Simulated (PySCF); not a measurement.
Ionisation and electron attachment of methanethial

System: methanethial, `C=S` (CH2S). Coordinates in Å; atoms count from 1 in this order:
```
C    -0.1000    0.0169   -0.2047
S     1.4525   -0.1954   -0.5683
H    -0.6764    0.8788   -0.5740
H    -0.6553   -0.6904    0.4302
```

Computed at ωB97X-D3(BJ)/ma-def2-TZVP // PBE0-D3(BJ)/ma-def2-SVP with PySCF (density fitting, grid level 2). The prefix ma- adds one diffuse s and one diffuse p function on all atoms but H. ωB97X-D3(BJ) is ωB97X-V with D3(BJ) in place of VV10. Thermal corrections: PBE0-D3(BJ)/ma-def2-SVP frequencies, unscaled, ideal gas at 298.15 K and 1 bar, quasi-RRHO entropy.

Frontier levels of the parent: HOMO -9.20 eV, LUMO -0.45 eV.

Oxidation to the radical cation:
| Item | Value |
| --- | --- |
| Vertical ionisation energy (electronic) | 9.39 eV |
| Adiabatic ionisation energy (with zero-point energy) | 9.34 eV |
| Adiabatic, electronic part | 9.37 eV |
| Vertical gap at the product's structure | 9.36 eV |
| Inner reorganisation energy (four-point) | 24 meV |
| Relaxation of product / of parent | 16 / 8 meV |
| ⟨S²⟩ of the product | 0.761 |
| Largest spin populations | S2 1.01, C1 -0.11 |
| Largest changes of atomic charge | S2 0.71, H (on C1) 0.11, H (on C1) 0.11 |
| Distances that move most (Å) | C1–S2 1.609 → 1.591; C1–H 1.101 → 1.108; C1–H 1.101 → 1.108 |
| Potential in DMF | 6.54 V absolute, 2.00 V against Fc+/Fc computed at 4.54 V (solvation -12 → -280 kJ/mol) |

Reduction to the radical anion:
```
Vertical electron affinity (electronic)              : 0.44 eV
Adiabatic electron affinity (with zero-point energy) : 0.65 eV
Adiabatic, electronic part                           : 0.58 eV
Vertical gap at the product's structure              : 0.84 eV
Inner reorganisation energy (four-point)             : 406 meV
Relaxation of product / of parent                    : 146 / 260 meV
⟨S²⟩ of the product                                  : 0.757
Largest spin populations                             : C1 0.72, S2 0.32
Largest changes of atomic charge                     : S2 -0.57, C1 -0.28
Distances that move most (Å)                         : C1–S2 1.609 → 1.714
Potential in DMF                                     : 3.26 V absolute, -1.28 V against Fc+/Fc computed at 4.54 V (solvation -12 → -261 kJ/mol)
```

Solvents are IEF-PCM continua (electrostatics only, gas-phase structures); absolute potentials refer to an electron at rest in vacuum. Fc+/Fc in DMF, 4.54 V, is ωB97X-D3(BJ)/ma-def2-TZVP on PBE0-D3(BJ)/def2-SVP structures with GFN2-xTB thermal terms. Benchmark calculations put it near 5.0 V in acetonitrile and DMSO, so it is about 0.5 V low, and the value against it can read up to that much too high.

Measured values (NIST Chemistry WebBook, evaluated or the median of agreeing entries): adiabatic ionisation energy 9.36 eV (computed 9.34, difference -0.02); adiabatic electron affinity 0.47 eV (computed 0.65, difference 0.19).

Differences come from unrounded values, so a last digit can differ from that of the printed terms.
